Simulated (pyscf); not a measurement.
Four-centre exchange: HS–GaH₂ (SMILES [SH][GaH2]) + HCl (SMILES Cl) → HS–GaH–Cl (SMILES [SH][GaH][Cl]) + H₂ (SMILES [H][H])

Gas phase, singlet surface, charge 0. Bonds broken: Ga2–H4, Cl6–H7. Bonds formed: Ga2–Cl6, H4–H7. Single points on ωB97X-D3(BJ)/def2-SVP structures (PySCF, gas phase).

Transition state (Å):

```xyz
7

S      0.6131     1.5170     0.2025
Ga    -0.1601    -0.3941    -0.5396
H     -0.3291     1.6505     1.1559
H     -1.8450    -0.5240    -0.3299
H      0.4032    -1.2327    -1.7085
Cl    -0.5461    -1.9273     1.3849
H     -1.5494    -1.2085     0.5049
```

One imaginary mode, 1048i cm⁻¹; descent along it reached the two sides named, in the forms told below.

| bond | change | reactant side (Å) | saddle | product side |
|---|---|---|---|---|
| Ga2–H4 | breaks | 1.566 | 1.703 | 2.7 |
| Cl6–H7 | breaks | 1.287 | 1.516 | 3.1 |
| Ga2–Cl6 | forms | 2.8 | 2.491 | 2.151 |
| H4–H7 | forms | 2.8 | 1.119 | 0.762 |

Electronic energies relative to the separated reactants (kcal/mol):

```json
[
 {"level": "ωB97X-D3(BJ)/def2-TZVP", "barrier": "6.6", "reaction energy": "-27.4", "reverse barrier": "34.0"},
 {"level": "PBE/def2-TZVP", "barrier": "3.5", "reaction energy": "-24.3", "reverse barrier": "27.8"},
 {"level": "r²SCAN/def2-TZVP", "barrier": "3.2", "reaction energy": "-26.4", "reverse barrier": "29.6"},
 {"level": "B3LYP-D3(BJ)/def2-TZVP", "barrier": "7.1", "reaction energy": "-25.5", "reverse barrier": "32.6"},
 {"level": "PBE0-D3(BJ)/def2-TZVP", "barrier": "4.4", "reaction energy": "-25.1", "reverse barrier": "29.5"},
 {"level": "M06-2X/def2-TZVP", "barrier": "5.8", "reaction energy": "-29.4", "reverse barrier": "35.2"},
 {"level": "ωB97M-D3(BJ)/def2-TZVP", "barrier": "9.3", "reaction energy": "-24.2", "reverse barrier": "33.5"},
 {"level": "HF/def2-TZVP", "barrier": "22.5", "reaction energy": "-24.3", "reverse barrier": "46.8"}
]
```

With ωB97M-D3(BJ)/def2-TZVP energies and thermal terms (ideal gas, 1 atm, RRHO with modes under 100 cm⁻¹ raised to 100, one conformer, R ln 2 for chiral ones without a mode under 150 cm⁻¹), in kcal/mol:

```json
[
 {"T (K)": "298", "ΔH‡": "8.6", "ΔG‡": "18.3", "ΔH": "-24.9", "ΔG": "-23.5"},
 {"T (K)": "600", "ΔH‡": "8.4", "ΔG‡": "28.3", "ΔH": "-24.2", "ΔG": "-22.4"},
 {"T (K)": "900", "ΔH‡": "8.7", "ΔG‡": "38.2", "ΔH": "-23.8", "ΔG": "-21.5"},
 {"T (K)": "1200", "ΔH‡": "9.2", "ΔG‡": "48.0", "ΔH": "-23.6", "ΔG": "-20.8"}
]
```

On the reactant side the descent ends in a complex, 5.4 kcal/mol under the separated species and 12.0 kcal/mol under the saddle at ωB97X-D3(BJ)/def2-TZVP. The same reactants have a lower exit, to H₂S + Cl–GaH₂ (barrier -1.6 kcal/mol at ωB97M-D3(BJ)/def2-TZVP, against +9.3 kcal/mol here). One saddle was located; it need not be the lowest between these sides. Elements up to Kr have no core potential and no relativistic terms here.
